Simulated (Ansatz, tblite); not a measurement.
Isomers of C3H2 (singlet), found by a short tight-binding search and relaxed with r2SCAN-D4/def2-TZVP in Ansatz.

The xTB rows come from tblite. Correlated methods freeze 3 core orbitals.

Run but left out: HF/def2-TZVP, BHLYP-D4/def2-TZVP (A: restricted singlet, unstable in another Hartree–Fock run and untested here); HF/def2-TZVPP (A: restricted singlet, unstable towards broken spin symmetry).

A: The restricted singlet is unstable towards broken spin symmetry in Hartree–Fock (as tested in another run); at PBE-D4/def2-TZVP, r2SCAN-D4/def2-TZVP, PBE0-D4/def2-TZVP this wasn't settled. At CCSD(T)/def2-TZVPP T1 of the charge 0 singlet is large (up to 0.030), so the single-reference result is doubtful. At CCSD(T)/def2-TZVPP the restricted singlet (for correlated methods, its reference) is unstable: a solution with broken spin symmetry lies lower. B: The restricted singlet is unstable towards broken spin symmetry in Hartree–Fock (as tested in another run); at PBE-D4/def2-TZVP, r2SCAN-D4/def2-TZVP, PBE0-D4/def2-TZVP this wasn't settled. At CCSD(T)/def2-TZVPP T1 of the charge 0 singlet is large (up to 0.030), so the single-reference result is doubtful. At CCSD(T)/def2-TZVPP the restricted singlet (for correlated methods, its reference) is unstable: a solution with broken spin symmetry lies lower.

Other spin states were run for one of them alone.

A:

```csv
atom,x (Å),y (Å),z (Å)
C1,0.793,-0.496,-0.879
C2,-0.793,0.499,0.887
C3,0.001,0.002,0.004
H4,1.857,-0.684,-0.812
H5,-1.858,0.678,0.800
```

B:

| atom | x (Å) | y (Å) | z (Å) |
| --- | --- | --- | --- |
| C1 | 0.7826 | 0.3527 | -1.0048 |
| C2 | -0.0744 | -0.0470 | -0.1270 |
| C3 | -1.1126 | -0.5608 | 0.4417 |
| H4 | 1.7218 | 0.8600 | -0.8153 |
| H5 | -1.3174 | -0.6050 | 1.5053 |

C:

```xyz
5

C    -0.364   -0.328    0.444
C     0.356    0.272   -0.487
C     0.127    0.970    0.724
H     0.811    0.269   -1.466
H    -0.931   -1.183    0.785
```

Problem. Estimate which lies lowest at each level, and how far above it the others are (kcal/mol).

Solution. 
| level | A | B | C |
| --- | --- | --- | --- |
| GFN1-xTB | 12.3 | 11.7 | 0.0 |
| GFN2-xTB | 14.2 | 14.7 | 0.0 |
| PBE-D4/def2-TZVP | 22.1 | 21.8 | 0.0 |
| r2SCAN-D4/def2-TZVP | 23.9 | 23.6 | 0.0 |
| PBE0-D4/def2-TZVP | 29.1 | 29.1 | 0.0 |
| MP2/def2-TZVPP | 33.5 | 33.3 | 0.0 |
| CCSD/def2-TZVPP | 29.4 | 29.3 | 0.0 |
| CCSD(T)/def2-TZVPP | 26.9 | 26.6 | 0.0 |
Point groups (tolerance 0.1 Å): A C2h, B C2v, C C2v. A and B have the same bonds, so they are conformers or stereoisomers. Lower isomers may exist.
